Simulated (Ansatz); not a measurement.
A made-up structure of HSO$_{2}$ (charge -1), singlet:

O1  (-1.390, 0.822, -0.372)
S2  (-0.475, 0.322, 0.752)
O3  (0.606, -0.838, 0.042)
H4  (-2.140, 1.178, -0.874)
(Å)

It is relaxed with PBE-D4/def2-SVPD and then PBE0-D4/def2-TZVPD (Ansatz 0.2.0). Atoms count as bonded within 1.22 times the sum of their covalent radii (H–H: 0.88 Å). The end point is not checked to be a true minimum.

(1) Does its bonding change? (A judgement: the text doesn't fix the answer.)

The highest PBE0 orbital of the anion lies well above zero, so the extra electron may be unbound in the gas phase.

Answers

(1) The calculation gives: No: no bond forms or breaks.

Where it ends: The first stage lowers the energy by 2.12 eV in 10 steps. It ends as HSO₂ ([O][S][OH]), total charge -1:
```
4
angstrom
O -1.2687 1.2625 -0.4308
S -0.4909 0.2589 0.7546
O 0.3556 -0.7630 -0.0138
H -1.9947 0.7255 -0.7615
```

Labels in which every atom is bracketed show which atoms are joined, not bond orders.

For scale, one of the runs: PBE0-D4/def2-TZVPD relaxation, 135 basis functions, launched by `ansatz run in.yaml --threads 2 --pin off --events-out ev --progress --plain --max-ram 4352MiB`. Hardware: 2 CPU threads of an Arm Neoverse V1, shared host. Wall time about 14 s.
